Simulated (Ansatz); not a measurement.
Solid chlorine was calculated with LDA in Ansatz (plane waves, PAW).

Numerical settings: plane-wave cutoff 520 eV, 10×10×4 k mesh (along the axes of the cell as run), Fermi–Dirac smearing 0.01 eV, scalar-relativistic PAW data made under PBE.

Computed at the level's own relaxed cell.

```xyz
4
Lattice="1.8567 -3.0944 0.0000 1.8567 3.0944 0.0000 0.0000 0.0000 7.7941" Properties=species:S:1:pos:R:3 pbc="T T T"
Cl     3.2025     0.0000     6.9096
Cl     2.3677     0.0000     3.0125
Cl     1.3458     0.0000     4.7815
Cl     0.5109     0.0000     0.8845
```

Question: List the 16 lowest band energies at Γ above −25 eV (eV, relative to the valence band maximum), grouping those that round alike.

Answer: At Γ: -17.27, -16.60, -13.80, -12.07, -6.42, -4.25, -2.66, -2.45, -2.38, -2.07, -1.46, -0.73, -0.37, 0.00, 1.87, 2.93.

Ansatz is a first-principles code.
